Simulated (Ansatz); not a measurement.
A run for Ansatz (an electronic-structure program): R-PBE/def2-TZVPPD on ClCH3Clts, charge -1. Charge -1. Files ending in .json are basis or fitting sets from the Basis Set Exchange.

Ansatz 0.2 input:
```yaml
crystal:
  periodic: [false, false, false]
  atoms:
    - {symbol: Cl, position_ang: [2.32258100, -0.00013200, 0.00014000]}
    - {symbol: C, position_ang: [-0.00008500, 0.00049100, -0.00050900]}
    - {symbol: H, position_ang: [0.00007700, -0.74429000, -0.76760500]}
    - {symbol: H, position_ang: [-0.00032000, -0.29144300, 1.02802100]}
    - {symbol: H, position_ang: [0.00008100, 1.03721800, -0.26195900]}
    - {symbol: Cl, position_ang: [-2.32254200, -0.00012900, 0.00013000]}
basis:
  gaussian:
    orbitals: def2-TZVPPD.json
hamiltonian:
  xc: {name: PBE}
total_charge: -1
scf: {lower_state_search: off}
```

Output:

```
Functional definition: PBE
[...]
these checks for a lower state are left out or cut short: stability, starts, cluster_reference, orbital_swaps, neighbouring_geometries, increment
integrals: 0.10 GiB planned
999 factors; their error is unknown
mean field: 0.70 GiB planned
mean field evaluation 1: about -26120.1156 eV, gradient 3.3e1 eV
mean field evaluation 2: about -26115.0134 eV, gradient 5.1e1 eV
mean field evaluation 4: about -26122.7106 eV, gradient 2.3e0 eV
mean field evaluation 8: about -26122.7194 eV, gradient 1.1e-1 eV
mean field evaluation 16: about -26122.6930 eV, gradient 1.4e-4 eV
mean field -26122.69303211 eV, -959.9912623327 hartree, gradient 4.1e-6 eV, S^2 0.000000; 0 other end points of the search recorded, 0 dependent functions left out
reference -26122.69308361 eV, -959.9912642252 hartree; 22, 22 occupied and 168, 168 virtual orbitals, 999 factors
Total energy: -26122.69308361 eV, -959.9912642252 hartree
Checks for a lower state left out: stability, starts, cluster_reference, orbital_swaps, neighbouring_geometries, increment
```

The run converged.

Cost: around 2.4 core-seconds (rough).
